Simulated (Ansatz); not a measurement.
A made-up structure of C2HSi, doublet:

C1  (-0.196, -0.874, 0.588)
Si2  (1.409, 0.035, 0.554)
C3  (-0.299, 0.137, -0.228)
H4  (2.396, 0.272, 1.548)
(Å)

It is relaxed with PBE-D4/def2-SVP and then PBE0-D4/def2-TZVP (Ansatz 0.2.0). Atoms count as bonded within 1.22 times the sum of their covalent radii (H–H: 0.88 Å). The end point is not checked to be a true minimum.

Q: Does its bonding change? (Judge from chemistry; the calculation decides.)

A: The calculation gives: No: no bond forms or breaks.

Where it ends: The first stage lowers the energy by 0.31 eV in 9 steps. It ends as C₂HSi ([C]1[C][SiH]1):
```json
{"atom": "C1", "x (Å)": "-0.1295", "y (Å)": "-0.8915", "z (Å)": "0.5410"}
{"atom": "Si2", "x (Å)": "1.5011", "y (Å)": "-0.1029", "z (Å)": "0.3473"}
{"atom": "C3", "x (Å)": "-0.2717", "y (Å)": "0.2235", "z (Å)": "-0.0288"}
{"atom": "H4", "x (Å)": "2.2095", "y (Å)": "0.3402", "z (Å)": "1.6025"}
```

Labels in which every atom is bracketed show which atoms are joined, not bond orders.

For scale, one of the runs: PBE0-D4/def2-TZVP relaxation, 105 basis functions, launched by `ansatz run in.yaml --threads 2 --pin off --events-out ev --progress --plain --max-ram 4352MiB`. Hardware: 2 CPU threads of an Arm Neoverse V1, shared host. Wall time about 32 s.
